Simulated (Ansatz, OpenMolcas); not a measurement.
## From Ansatz to OpenMolcas

Ansatz 0.2.0 runs this on doublet BCl+:

run.yaml:
```yaml
crystal:
  periodic: [false, false, false]
  atoms:
    - {symbol: B, position_ang: [-0.000000, -0.000000, -0.069660]}
    - {symbol: Cl, position_ang: [0.000000, 0.000000, 1.648190]}
basis:
  gaussian: {orbitals: STO-3G}
total_charge: 1
accuracy: high
hamiltonian: {xc: {name: r2SCAN}}
magnetization: {spin_polarized: true, initial_magnetization: 1}
```

```bash
$ ansatz run run.yaml --threads 1 --pin off --max-ram 3480MiB --events-out events.jsonl --progress --plain --runs-dir runs
```

The coordinates come from a PBE0-D4/def2-TZVP relaxation. That shape belongs to the parent species and isn't relaxed for this state.

It gives a total energy of -479.290225 Eh.

Q: Translate the job to OpenMolcas 26.06 as an input file of the program's own.

A: One way, which was run:

run.input:
```
>>> EXPORT MOLCAS_PRINT=2

&GATEWAY
 BASLIB=$CurrDir
 COORD
 2
 angstrom
 B        0.000000       0.000000      -0.069660
 Cl       0.000000       0.000000       1.648190
 BASIS=STO-3G
 GROUP=NoSym

&SEWARD
 GRIDINPUT
 Grid=UltraFine
 End of Grid

&SCF
 UHF
 CHARGE=1
 SPIN=2
 KSDFT=2
 1.0 MGGA_X_R2SCAN
 1.0 MGGA_C_R2SCAN
 THRESHOLDS=1e-10 1e-07 1e-07 1e-05
 PRORBITALS=1 1
```

```bash
$ export MOLCAS_MEM=1860
$ pymolcas run.input > run.log
```

(Basis files named in the input come from the Basis Set Exchange and aren't shown.)

Its energy is -479.290159 Eh, 0.066 mEh from the first; the programs' integration grids differ.
